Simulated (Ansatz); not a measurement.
A search over several starts for the lowest SCF solution of AlMe2H (C₂H₇Al) at the given spin, in a small basis.

```yaml
crystal:
  periodic: [false, false, false]
  atoms:
    - {symbol: Al, position_ang: [-0.385582, -0.657288, -0.002321]}
    - {symbol: C, position_ang: [1.568403, -0.663493, -0.001312]}
    - {symbol: H, position_ang: [1.957771, -0.196455, 0.911136]}
    - {symbol: H, position_ang: [1.966750, -0.068913, -0.831292]}
    - {symbol: H, position_ang: [2.005440, -1.662387, -0.069105]}
    - {symbol: C, position_ang: [-1.343835, 1.045571, 0.005863]}
    - {symbol: H, position_ang: [-1.151199, 1.601229, -0.919794]}
    - {symbol: H, position_ang: [-0.997582, 1.694218, 0.818254]}
    - {symbol: H, position_ang: [-2.426929, 0.940282, 0.102132]}
    - {symbol: H, position_ang: [-1.193248, -2.032764, -0.013581]}
basis:
  gaussian: {orbitals: def2-SVP, initial_orbitals: start.molden}
hamiltonian: {xc: pbe0, dispersion: d4}
output: {orbitals: {seedname: orbitals}}
```

The file start.molden holds the orbitals of an earlier run on this structure, at another level or in another basis.

```sh
$ ansatz run in.yaml --threads 4 --pin off --events-out ev --progress --plain --max-ram 3916MiB
```

Output, abridged:

```
Functional definition: PBE0
948 factors; their error is unknown
mean field evaluation 1: about -8775.4085 eV, gradient 5.0e0 eV
mean field evaluation 2: about -8775.4845 eV, gradient 6.4e-2 eV
mean field evaluation 4: about -8775.5829 eV, gradient 7.8e-5 eV
mean field evaluation 8: about -8775.4501 eV, gradient 3.1e0 eV
mean field evaluation 16: about -8775.5829 eV, gradient 3.0e-4 eV
mean field -8775.58293755 eV, -322.4967246514 hartree, gradient 8.1e-5 eV, S^2 0.000000; 1 other end points of the search recorded, 0 dependent functions left out
reference -8775.58296594 eV, -322.4967256947 hartree; 16, 16 occupied and 65, 65 virtual orbitals, 948 factors
Total energy: -8775.69767239 eV, -322.5009410788 hartree
```

It took 0.6 s on 4 threads of Arm Neoverse V2 on a shared host.
